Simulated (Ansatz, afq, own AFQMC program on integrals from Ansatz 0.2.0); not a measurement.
GeH4Cl, doublet in cc-pVTZ, levels against AFQMC with the constraint released

```xyz
6

Cl   -2.4867    0.0000    0.0000
H    -0.9687    0.0000    0.0000
Ge    1.1593    0.0000    0.0000
H     1.6280   -1.4659    0.0000
H     1.6280    0.7330   -1.2695
H     1.6280    0.7330    1.2695
```

Connectivity, by distances: ClH ··· GeH3.

Basis cc-pVTZ. Only valence electrons are correlated. AFQMC by an in-house program on the Cholesky factors that Ansatz 0.2.0 writes for its CCSD(T) run. ph-AFQMC/CISD is guided by a CISD state made of CCSD amplitudes; releasing the constraint for a short imaginary time cuts its bias at the price of noise, slowly where states lie close. Error bars are statistical, one sigma. No spin–orbit coupling.

Determinant: UHF, the one that the program's search chose, which needn't be the lowest solution. The geometry is a point of a scan.

No full CI on the walks' own integrals is used here. The released AFQMC energy serves as the reference, which it does only where one determinant dominates, the energy is flat over the last release times and near the phaseless one (40 meV or 2 meV an electron, half that with transition metals). On small molecules, where full CI could be run and the noise was under 10 meV, such values lay within 10 meV of it in 19 cases of 20, a flattering rate, since the rule was set on those same cases; what remains of the bias isn't in the error bar.

Cautions: no relativity below Rb; no spin-orbit coupling; inner d shell frozen; the released value is read at 1.50 1/Eh with a noise of 15 meV, more than in the cases checked (meV from the phaseless value at times in 1/Eh: -25 ± 12 at 0.24, -36 ± 13 at 0.51, -4 ± 14 at 0.99, -2 ± 15 at 1.50).

- T1 diagnostic: 0.0131
- weight of the determinant in the CISD state: 0.846
- ⟨S²⟩ of the determinant: 0.775
- size of the correlated space: 15 electrons in 114 orbitals

```csv
level,correlation energy (eV)
MP2,-8.7978
CCSD,-10.0181
CCSD(T),-10.3605
```

Q: Estimate where AFQMC with the constraint released lies against CCSD(T) on the same integrals.

A: 1.6 ± 1.5 kJ/mol below CCSD(T). The gap is under twice the noise, so this walk alone can't tell the two apart.

Reference: AFQMC with the constraint released, correlation energy -10.378 ± 0.015 eV.

```
        level  E − E(reference) (kJ/mol)  share of correlation (%)
      CCSD(T)                  1.6 ± 1.5                     99.84
ph-AFQMC/CISD                  0.1 ± 1.9                     99.99
```

A walk keeps the symmetry of its determinant, which the program's search chose and which needn't be the lowest solution, so a lower state of the same spin and another symmetry isn't excluded. Released energies are given only where the last usable release times agree within the noise; a slower fall can still hide under it.
